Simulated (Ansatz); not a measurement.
Born–Oppenheimer molecular dynamics of ClH₇Si₂ (10 atoms, charge 0, multiplicity 1). It starts at the highest image of a converged band. Of that band: Neighbouring images differ by up to 2.1 eV, so the band resolves the path poorly. A vibrational analysis at the climbing image gives one clearly imaginary mode, 1220i cm⁻¹: a first-order saddle point.

These are results of Ansatz 0.2.0, RHF/def2-SVP, not measurements.

```json
{"ensemble": "NVE (velocity Verlet)", "time step": "0.5 fs", "steps asked": "200", "starting velocities drawn for": "300 K", "seed": "7272"}
```

First frame:

```xyz
10
Properties=species:S:1:pos:R:3
Si -0.163 0.044 0.037
Si -0.055 0.002 2.650
H -1.147 -0.116 3.624
H 0.871 -1.144 2.690
H 0.654 1.290 2.739
H 1.302 0.171 0.261
H -0.659 1.286 -0.554
H -0.434 -1.241 -0.605
Cl -2.914 -0.217 0.838
H -1.214 -0.076 1.373
```

Task: How far do the bonds stretch over the last three quarters of this one trajectory? (Pairs bonded in most of those frames.)

Result: 
```json
{"bond": "Si1–H6", "mean (Å)": "1.483", "spread (Å)": "0.019", "shortest": "1.44", "longest": "1.52"}
{"bond": "Si1–H7", "mean (Å)": "1.473", "spread (Å)": "0.015", "shortest": "1.44", "longest": "1.50"}
{"bond": "Si1–H8", "mean (Å)": "1.473", "spread (Å)": "0.014", "shortest": "1.45", "longest": "1.50"}
{"bond": "Si1–Cl9", "mean (Å)": "2.278", "spread (Å)": "0.277", "shortest": "1.85", "longest": "2.73"}
{"bond": "Si2–H3", "mean (Å)": "1.481", "spread (Å)": "0.016", "shortest": "1.45", "longest": "1.51"}
{"bond": "Si2–H4", "mean (Å)": "1.492", "spread (Å)": "0.048", "shortest": "1.41", "longest": "1.57"}
{"bond": "Si2–H5", "mean (Å)": "1.484", "spread (Å)": "0.011", "shortest": "1.46", "longest": "1.51"}
{"bond": "Si2–H10", "mean (Å)": "1.471", "spread (Å)": "0.042", "shortest": "1.38", "longest": "1.54"}
```

Mean temperature of the second half: 2887 K. The conserved energy stayed within 0.11 meV per atom of its start (net change 0.05 meV per atom), so the integration is sound. The kinetic energy rose, since the run started high on the potential surface and went downhill. It ends in pieces (ClH3Si + H4Si), so much of that is their flight and rotation, not heat. A run of 0.1 ps of so small a system gives no equilibrium averages. The orbitals stay closed-shell, which can raise the energy where a bond breaks towards radicals; this wasn't checked here.

Run time: 5 min on 1 thread of Arm Neoverse V1, with other jobs on the host, peak memory 0.16 GiB.
